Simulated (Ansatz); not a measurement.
# CHO2S: the cost of one run

Computed with Ansatz 0.2.0, Gaussian basis. Level: SPW92/STO-3G.

1 further run of the same task is left out (it didn't finish).

### 1 The starting structure

5 atoms, charge -1, spin multiplicity 1.

Atoms are counted from 1 here; the program's logs count them from 0.

Bond lengths: O1–C2 1.223 Å, C2–O3 1.395 Å, C2–S4 1.669 Å, O3–H5 0.968 Å. Angles: O1–C2–O3 117.7°, O1–C2–S4 129.1°, O3–C2–S4 113.3°, C2–O3–H5 106.9°.

Geometry (Å):

```
O     0.76519    0.19702    1.10823
C     0.18051   -0.29725    0.15513
O    -0.59166    0.54873   -0.64112
S     0.16229   -1.88518   -0.35915
H    -0.51633    1.43667   -0.26308
```

### 2 Dynamics

File md/in.yaml:

```yaml
crystal:
  periodic: [false, false, false]
  atoms:
    - {symbol: O, position_ang: [0.765190, 0.197020, 1.108230]}
    - {symbol: C, position_ang: [0.180510, -0.297250, 0.155130]}
    - {symbol: O, position_ang: [-0.591660, 0.548730, -0.641120]}
    - {symbol: S, position_ang: [0.162290, -1.885180, -0.359150]}
    - {symbol: H, position_ang: [-0.516330, 1.436670, -0.263080]}
basis:
  gaussian: {orbitals: STO-3G}
total_charge: -1
hamiltonian: {xc: lda}
md: {n_steps: 80, timestep: 0.5, temperature: 1000, ensemble: nve, seed: 199, initial_velocities: maxwell_boltzmann}
```

Run with:

```
$ ansatz run in.yaml --threads 2 --pin off --events-out ev --progress --plain --max-ram 3481MiB
```

What time and memory should one allow on 2 threads of Arm Neoverse V2, shared host?

About 22 s, with a peak of 0.07 GiB.
